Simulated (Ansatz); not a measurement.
Relaxing SnPb₂

Level of theory: DFT PBE, scalar-relativistic, plane waves, PAW (Ansatz). Cutoff 420 eV, Γ-centred k mesh, Gaussian smearing, no spin polarisation in the final step.

The start puts SnPb₂ on the cubic Laves (C15) structure type (Fd-3m, No. 227), with Sn in place of Mg, Pb in place of Cu, at a guessed volume.

```xyz
6
Lattice="0.0000 4.4510 4.4510 4.4510 0.0000 4.4510 4.4510 4.4510 0.0000" Properties=species:S:1:pos:R:3 pbc="T T T"
Sn    0.0000    0.0000    0.0000
Sn    2.2255    2.2255    2.2255
Pb    5.5637    5.5637    5.5637
Pb    5.5637    3.3382    3.3382
Pb    3.3382    3.3382    5.5637
Pb    3.3382    5.5637    3.3382
```

Cell and atoms relax at zero pressure; the relaxation can't lower the symmetry of the start. After a coarse first stage the cell is made exact in the group found at 0.06 Å.

Formation energies are uncorrected and refer to the elements' standard structures at the same level.

(1) Which crystal results?

(2) What are its volume, energy, density and gap?

Answers

(1) It keeps Fd-3m (No. 227). The result has the cubic Laves (C15) structure. Conventional cell: a = 9.235 Å. Sn has 12 Pb at 3.83 Å and 4 Sn at 4.00 Å; around Pb lie 6 Pb at 3.27 Å and 6 Sn at 3.83 Å.

```xyz
6
Lattice="0.0000 4.6177 4.6177 4.6177 0.0000 4.6177 4.6177 4.6177 0.0000" Properties=species:S:1:pos:R:3 pbc="T T T"
Sn    0.0000    0.0000    0.0000
Sn    2.3089    2.3089    2.3089
Pb    5.7722    5.7722    5.7722
Pb    5.7722    3.4633    3.4633
Pb    3.4633    3.4633    5.7722
Pb    3.4633    5.7722    3.4633
```

(2) The volume per atom is 32.82 Å³ and the density is 8.99 g/cm³. The energy over the elements is 0.22 eV/atom. The gap on the 8×8×8 mesh is 0 eV (a metal).

The final run used a 8×8×8 mesh on its 6-atom cell and 0.10 eV smearing. For metals, differences of a few meV/atom aren't resolved. Spin–orbit coupling is left out. A structure relaxed within its symmetry needn't be a true minimum.

Cost: 3 runs of about 1.5 core-minutes in all, on Arm Neoverse V1 (shared hosts).